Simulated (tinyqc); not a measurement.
Starting guesses with plain Roothaan steps: SCF starting guesses in the sto-3g basis, for H2F+, spin multiplicity 1. Computed by the program tinyqc with PySCF. RHF with one setting changed at a time; a run stops when the energy changes by less than 1e-09 hartree and the error matrix is below 1e-5. Starts: the lowest orbitals of the core Hamiltonian, of the Wolfsberg-Helmholz matrix (K = 1.75), projected atomic densities, random orbitals, and the highest orbitals of the core Hamiltonian (a deliberately bad start).

Geometry (angstrom):
```
atom,x,y,z
F,0.0000,0.0000,0.0000
H,0.0000,0.9910,0.5720
H,0.0000,-0.9910,0.5720
```

lowest restricted solution found by these runs and by PySCF = -98.814961 hartree

Largest element of the error matrix X^T (FDS - SDF) X:
```
iteration,core,Wolfsberg-Helmholz,atomic densities,random,highest core orbitals
1,4.8e-01,4.2e-01,8.5e-01,1.2e+01,3.2e-01
2,4.4e-02,1.1e-01,3.1e-01,4.2e-01,4.9e-01
3,1.5e-02,2.9e-02,3.6e-02,9.1e-02,4.9e-02
4,5.2e-03,7.5e-03,8.4e-03,2.1e-02,1.3e-02
5,2.1e-03,2.1e-03,1.3e-03,5.7e-03,4.6e-03
6,1.1e-03,1.0e-03,4.1e-04,2.9e-03,1.7e-03
8,2.7e-04,2.5e-04,5.2e-05,7.6e-04,4.5e-04
10,6.6e-05,6.0e-05,1.3e-05,2.0e-04,1.1e-04
14,-,-,-,1.4e-05,6.5e-06
```

How each run ends:
```
run,iterations,E (hartree),state
core,13,-98.81496,lowest found
Wolfsberg-Helmholz,13,-98.81496,lowest found
atomic densities,11,-98.81496,lowest found
random,15,-98.81496,lowest found
highest core orbitals,14,-98.81496,lowest found
```

What does the comparison show, and why?

5 of 5 runs reach the lowest restricted solution found, in 11 to 15 iterations (fastest: atomic densities). The first errors are 5e-01, 4e-01, 8e-01, 1e+01, 3e-01; the deliberately bad start has the smallest one, so a small first error does not mark a good start.
